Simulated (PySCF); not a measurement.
ClF, optimised at PBE0/def2-TZVP:

```xyz
2

F      0.0048    -0.5970     0.5471
Cl    -0.0048     0.5970    -0.5471
```

Method: PySCF energies (xtb for GFN2) plus ideal-gas RRHO corrections (1 bar). 6-31G* has spherical d functions here. All species are closed-shell singlets. B3LYP is the form with VWN-RPA correlation.

Question: List the harmonic frequencies (cm⁻¹, unscaled) at this level and at the other levels, each on its own geometry.

Answer: 
- PBE0/def2-TZVP: 824
- B3LYP/6-31G*: 778
- GFN2-xTB: 663
- HF/6-31G*: 910
- PBE/def2-SVP: 738
